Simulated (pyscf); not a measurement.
Four-centre exchange: `[CH3][N]([CH3])[AlH2]` + `[NH3]` → `[CH3][N]([CH3])[AlH][NH2]` + `[H][H]`

Gas phase, singlet surface, charge 0. Bonds broken: Al4–H11, N13–H14. Bonds formed: Al4–N13, H11–H14. Single points on ωB97X-D3(BJ)/def2-SVP structures (PySCF, gas phase).

Transition state (Å):

```xyz
16

C      0.8942    -0.7416    -0.3657
N     -0.4796    -0.5418     0.0354
C     -1.2433    -1.7713     0.0527
Al    -1.2186     1.0629     0.3321
H      1.4363    -1.4189     0.3259
H      1.4465     0.2134    -0.3855
H      0.9766    -1.1834    -1.3803
H     -0.8161    -2.5126     0.7589
H     -1.2792    -2.2582    -0.9438
H     -2.2832    -1.5809     0.3652
H     -1.1040     2.1643    -1.1534
H     -2.6952     1.1819     0.8896
N     -0.0169     2.4615     0.8543
H     -0.5253     2.5853    -0.4300
H      0.9917     2.3204     0.8944
H     -0.2824     3.1541     1.5535
```

One imaginary mode, 1327i cm⁻¹; descent along it reached the two sides named, in the forms told below.

```tsv
bond	change	reactant side (Å)	saddle	product side
Al4–H11	breaks	1.603	1.853	3.8
N13–H14	breaks	1.024	1.387	2.6
Al4–N13	forms	2.102	1.916	1.781
H11–H14	forms	2.8	1.018	0.762
```

Electronic energies relative to the separated reactants (kcal/mol):

```tsv
level	barrier	reaction energy	reverse barrier
ωB97X-D3(BJ)/def2-TZVP	6.1	-16.3	22.3
PBE/def2-TZVP	4.1	-14.1	18.2
r²SCAN/def2-TZVP	2.9	-16.7	19.6
B3LYP-D3(BJ)/def2-TZVP	6.4	-15.9	22.3
PBE0-D3(BJ)/def2-TZVP	4.1	-14.7	18.8
M06-2X/def2-TZVP	5.5	-19.2	24.7
ωB97M-D3(BJ)/def2-TZVP	7.4	-15.4	22.8
HF/def2-TZVP	21.2	-12.6	33.9
```

With ωB97M-D3(BJ)/def2-TZVP energies and thermal terms (ideal gas, 1 atm, RRHO with modes under 100 cm⁻¹ raised to 100, one conformer, R ln 2 for rigid chiral ones), in kcal/mol:

```csv
T (K),ΔH‡,ΔG‡,ΔH,ΔG
298,5.5,15.5,-18.2,-16.9
600,5.8,25.5,-16.7,-16.3
900,6.6,35.2,-15.7,-16.3
1200,7.5,44.6,-14.9,-16.7
```

On the reactant side the descent ends in an adduct with a Al–N contact (not fully relaxed), 24.7 kcal/mol under the separated species and 30.8 kcal/mol under the saddle at ωB97X-D3(BJ)/def2-TZVP. What is counted as formed (Al–N) is already present as a longer contact in the reactant adduct; forming that adduct is a step of its own. At the saddle there is also a short Al–H contact that neither side keeps. H₃C–N(CH₃)–AlH₂ lies 36.8 kcal/mol over its isomer H₃C–Al(CH₃)–NH₂, and others may lie lower still (electronic energy, ωB97M-D3(BJ)). One saddle was located; it need not be the lowest between these sides.
